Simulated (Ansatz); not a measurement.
in.yaml

```yaml
crystal:
  periodic: [false, false, false]
  atoms:
    - {symbol: Si, position_ang: [0.000000, -0.029760, 0.504488]}
    - {symbol: N, position_ang: [0.000000, 0.114205, -1.081764]}
    - {symbol: H, position_ang: [0.000000, -1.262006, 1.342706]}
    - {symbol: H, position_ang: [0.000000, 1.204545, 1.315030]}
    - {symbol: H, position_ang: [0.000000, -0.700331, -1.682342]}
basis:
  gaussian: {orbitals: 6-31G}
magnetization: {spin_polarized: false}
correlation: {method: ccsd, electrons: all, diis_vectors: 4}
```

```sh
$ ansatz run in.yaml --threads 1 --pin off --events-out ev --progress --plain --max-ram 2393MiB
```

Task: Roughly how long does this take on 1 thread of Intel Xeon Platinum 8488C, shared host, and how much host memory?

Result: 0.45 s wall and 0.17 GiB.

```
368 factors; integrals over basis functions are off by at most 2.4e-4 eV
mean field evaluation 1: about -9383.3647 eV, gradient 3.8e1 eV
mean field evaluation 2: about -9383.3664 eV, gradient 3.8e1 eV
mean field evaluation 4: about -9386.9912 eV, gradient 2.0e0 eV
mean field evaluation 8: about -9387.0305 eV, gradient 7.5e-2 eV
mean field evaluation 16: about -9387.0169 eV, gradient 8.1e-1 eV
mean field -9387.03059406 eV, -344.9670115737 hartree, gradient 3.5e-6 eV, S^2 0.000000; 0 other end points of the search recorded, 0 dependent functions left out; unrestricted orbitals would lower it
reference -9387.03059406 eV, -344.9670115737 hartree; 12, 12 occupied and 16, 16 virtual orbitals, 368 factors
second order -5.12508456 eV of doubles, -0.00000000 eV of singles
cycle   1  -5.16221870 eV  change   -3.7e-2 eV  update   9.6e-2
cycle   2  -5.43455582 eV  change   -2.7e-1 eV  update   3.3e-2
cycle   3  -5.54189009 eV  change   -1.1e-1 eV  update   1.8e-2
cycle   4  -5.54012804 eV  change    1.8e-3 eV  update   4.7e-3
cycle   5  -5.54323361 eV  change   -3.1e-3 eV  update   2.0e-3
cycle   6  -5.54300136 eV  change    2.3e-4 eV  update   5.1e-4
cycle   7  -5.54275790 eV  change    2.4e-4 eV  update   2.2e-4
cycle   8  -5.54290163 eV  change   -1.4e-4 eV  update   9.1e-5
cycle   9  -5.54291549 eV  change   -1.4e-5 eV  update   3.3e-5
cycle  10  -5.54295619 eV  change   -4.1e-5 eV  update   1.0e-5
cycle  11  -5.54295897 eV  change   -2.8e-6 eV  update   4.9e-6
Total energy: -9392.57355303 eV, -345.1707115588 hartree
```
